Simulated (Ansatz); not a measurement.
# Na4CdIr: from a trial structure to a relaxed crystal

Computed with DFT PBE, scalar-relativistic, plane waves, PAW in Ansatz. Cutoff 420 eV, Γ-centred k mesh, Gaussian smearing, no spin polarisation in the final step.

The start puts Na4CdIr on the sites of a reported MgInCu4 cell (F-43m, No. 216), with Ir in place of Mg, Cd in place of In, Na in place of Cu, at a guessed volume.

```yaml
crystal:
  lattice:
    - [0.00000, 3.84229, 3.84229]
    - [3.84229, 0.00000, 3.84229]
    - [3.84229, 3.84229, 0.00000]
  atoms:
    - { symbol: Na, position: [0.37500, 0.87500, 0.37500] }
    - { symbol: Na, position: [0.37500, 0.37500, 0.87500] }
    - { symbol: Na, position: [0.37500, 0.37500, 0.37500] }
    - { symbol: Na, position: [0.87500, 0.37500, 0.37500] }
    - { symbol: Cd, position: [0.75000, 0.75000, 0.75000] }
    - { symbol: Ir, position: [0.00000, 0.00000, 0.00000] }
```

Cell and atoms relax at zero pressure; the relaxation can't lower the symmetry of the start. After a coarse first stage the cell is made exact in the group found at 0.06 Å.

Formation energies are uncorrected and refer to the elements' standard structures at the same level.

Q: Which crystal results?

A: It keeps F-43m (No. 216). Conventional cell: a = 7.984 Å. Na has 6 Na at 2.78–2.86 Å, 3 Ir at 3.31 Å and 3 Cd at 3.31 Å; Cd is coordinated by 12 Na at 3.31 Å and 4 Ir at 3.46 Å; Ir is coordinated by 12 Na at 3.31 Å and 4 Cd at 3.46 Å.

```cif
data_structure
_symmetry_space_group_name_H-M 'F-43m'
_symmetry_Int_Tables_number 216
_cell_length_a 7.9845
_cell_length_b 7.9845
_cell_length_c 7.9845
_cell_angle_alpha 90.000
_cell_angle_beta 90.000
_cell_angle_gamma 90.000
_cell_volume 509.03
loop_
_atom_site_label
_atom_site_type_symbol
_atom_site_symmetry_multiplicity
_atom_site_Wyckoff_symbol
_atom_site_fract_x
_atom_site_fract_y
_atom_site_fract_z
_atom_site_occupancy
Na1 Na 16 e 0.62669 0.12669 0.12669 1
Cd1 Cd 4 c 0.25000 0.25000 0.25000 1
Ir1 Ir 4 a 0.00000 0.00000 0.00000 1
```

Q: What are its volume, energy, density and gap?

A: The volume per atom is 21.21 Å³. The density is 5.18 g/cm³, the energy over the elements is 0.50 eV/atom and the gap on the 8×8×8 mesh is 0 eV (a metal).

The final run used a 8×8×8 mesh on its 6-atom cell and 0.10 eV smearing. The k mesh leaves about 4 meV/atom of noise in metals. Spin–orbit coupling is left out. A structure relaxed within its symmetry needn't be a true minimum.

Cost: 3 runs of about 0.96 core-minutes in all, on Arm Neoverse V2 (shared hosts).